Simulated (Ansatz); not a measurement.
# AlSiH₄ radical (SMILES [AlH2][SiH2]): single points off equilibrium

One table from this session's results is given with a row withheld; the runs are named, their logs left out.

The runs use Ansatz 0.2.0, Gaussian basis; single points in def2-TZVPP.

Cores are frozen in the correlated methods. Orbitals are unrestricted.

### Where the work starts

SMILES `[AlH2][SiH2]`, 6 atoms, charge 0, spin multiplicity 2.

Atoms are counted from 1 here; the program's logs count them from 0.

Bond lengths: Al1–Si2 2.351 Å, Al1–H3 1.588 Å, Al1–H4 1.552 Å, Si2–H5 1.459 Å, Si2–H6 1.462 Å. Angles: Si2–Al1–H3 130.7°, Si2–Al1–H4 122.5°, H3–Al1–H4 106.8°, Al1–Si2–H5 126.0°, Al1–Si2–H6 125.7°, H5–Si2–H6 100.6°.

As a file:

```xyz
6
charge 0, multiplicity 2
Al   -0.2643   -1.1264   -0.0976
Si    0.4457    1.1131   -0.0113
H    -1.5895   -1.8133    0.4444
H     0.6143   -2.2566   -0.6963
H    -0.0715    2.2087   -0.8234
H     0.8426    1.8365    1.1959
```

Set-up of the first run:

File run/in.yaml:

```yaml
crystal:
  periodic: [false, false, false]
  atoms:
    - {symbol: Al, position_ang: [-0.264300, -1.126400, -0.097600]}
    - {symbol: Si, position_ang: [0.445700, 1.113100, -0.011300]}
    - {symbol: H, position_ang: [-1.589500, -1.813300, 0.444400]}
    - {symbol: H, position_ang: [0.614300, -2.256600, -0.696300]}
    - {symbol: H, position_ang: [-0.071500, 2.208700, -0.823400]}
    - {symbol: H, position_ang: [0.842600, 1.836500, 1.195900]}
basis:
  gaussian: {orbitals: def2-TZVPP}
magnetization: {spin_polarized: true, initial_magnetization: 1}
correlation: {method: ccsd_t}
scf: {omitted_lower_state_checks: [cluster_reference]}
output: {forces: true}
```

On the command line:

```bash
> ansatz run in.yaml --threads 4 --pin off --events-out ev --progress --plain --max-ram 5222MiB
```

Steps of the session up to this table: CCSD(T)/def2-TZVPP; PBE0-D4/def2-TZVPP; wB97M-V/def2-TZVPP; r2SCAN-D4/def2-TZVPP; PBE-D4/def2-TZVPP; r2SCANh-D4/def2-TZVPP; BLYP-D4/def2-TZVPP.

One of the session's tables, all rows but one given; the rest of the session is left out.

| method | RMS force component (eV/Å) | angle to CCSD(T) forces (°) | dipole (D) |
| --- | --- | --- | --- |
| CCSD(T) | 0.439 | reference | 0.24 |
| PBE0-D4 | 0.406 | 9.2 | 0.24 |
| wB97M-V | 0.401 | 5.4 | 0.21 |
| r2SCAN-D4 | 0.399 | 8.1 | 0.25 |
| PBE-D4 | 0.412 | 22.0 | 0.21 |
| r2SCANh-D4 | 0.402 | 4.9 | 0.25 |
| BLYP-D4 | ? | ? | ? |

**Question.** Estimate the row for BLYP-D4.

As computed: RMS force component (eV/Å): 0.417; angle to CCSD(T) forces (°): 11.8; dipole (D): 0.18. In the column «RMS force component (eV/Å)» it lies between PBE-D4 (0.412) and CCSD(T) (0.439).

Limits of these values: The reference is not at the basis limit: in triple zeta CCSD(T) underbinds, which counts against methods that bind more; the gaps are no ranking.
